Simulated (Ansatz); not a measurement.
# C2H7B: the cost of one run

Method: RKS B3LYP/def2-SVP, in Ansatz 0.2.0.

## Step 1: The system as given

Bond lengths: B1–H2 1.264 Å, B1–H3 1.174 Å, B1–H4 1.172 Å, B1–C5 1.774 Å, B1–C6 1.873 Å, C5–C6 1.432 Å, C5–H7 1.076 Å, C5–H8 1.077 Å, C6–H9 1.081 Å, C6–H10 1.081 Å. Angles (14 of 22 angles, heavy atoms first): C5–B1–C6 46.1°, B1–C5–C6 70.6°, B1–C6–C5 63.3°, H2–B1–C5 100.7°, H2–B1–C6 54.5°, H3–B1–C5 108.9°, H3–B1–C6 117.6°, H4–B1–C5 109.2°, H4–B1–C6 118.8°, B1–C5–H7 113.8°, B1–C5–H8 113.8°, C6–C5–H7 118.5°, C6–C5–H8 118.1°, B1–C6–H9 115.9°.

Coordinates:

```xyz
10

B     0.4146   -0.9419    0.1911
H    -0.8298   -1.1066    0.0425
H     0.9213   -1.4785   -0.7214
H     0.6464   -1.2071    1.3092
C     0.5428    0.8137   -0.0318
C    -0.8246    0.4132   -0.1773
H     1.0902    1.1002   -0.9130
H     0.8236    1.3456    0.8613
H    -1.2587    0.4001   -1.1672
H    -1.5257    0.6612    0.6066
```

## Step 2: A restrained relaxation towards end A

Springs on the bonds that form and break draw the guess towards this end; the thresholds are loose.

Input file input.yaml:

```yaml
crystal:
  periodic: [false, false, false]
  atoms:
    - { symbol: B, position_ang: [0.4146, -0.9419, 0.1911] }
    - { symbol: H, position_ang: [-0.8298, -1.1066, 0.0425] }
    - { symbol: H, position_ang: [0.9213, -1.4785, -0.7214] }
    - { symbol: H, position_ang: [0.6464, -1.2071, 1.3092] }
    - { symbol: C, position_ang: [0.5428, 0.8137, -0.0318] }
    - { symbol: C, position_ang: [-0.8246, 0.4132, -0.1773] }
    - { symbol: H, position_ang: [1.0902, 1.1002, -0.913] }
    - { symbol: H, position_ang: [0.8236, 1.3456, 0.8613] }
    - { symbol: H, position_ang: [-1.2587, 0.4001, -1.1672] }
    - { symbol: H, position_ang: [-1.5257, 0.6612, 0.6066] }
basis:
  gaussian: { orbitals: def2-SVP }
hamiltonian:
  xc: b3lyp
relax:
  f_tol: 0.15
  max_steps: 25
  restrain:
    - { distance: [0, 4], at: 2.9, k: 30.0 }
    - { distance: [1, 5], at: 2.37, k: 30.0 }
    - { distance: [0, 1], at: 1.15, k: 30.0 }
output:
  orbitals: {}
```

The run is started by

```
ansatz run input.yaml --threads 2 --pin off --max-ram 3072MiB --backend cpu --events-out ev --progress --plain --runs-dir out
```

What time and memory should one allow on 2 threads of AMD EPYC 9R45 (Zen 5), shared host?

About 9.5 s, with a peak of 0.17 GiB.
